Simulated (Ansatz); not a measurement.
`C=C(C)Cl`, charge 0, multiplicity 1.

Q: Give a relaxed structure at PBE0-D4/def2-TZVP (Ansatz 0.2.0). (Best estimate.)

A: The calculation gave: 
```xyz
9

C    -1.230    0.421    0.533
C    -0.100    0.430   -0.156
C     0.906   -0.662   -0.214
Cl    0.319    1.821   -1.113
H    -1.914    1.259    0.525
H    -1.486   -0.448    1.127
H     1.041   -1.007   -1.243
H     1.878   -0.309    0.140
H     0.587   -1.504    0.403
```
Point group Cs.
This is one stationary point; other conformers may exist.
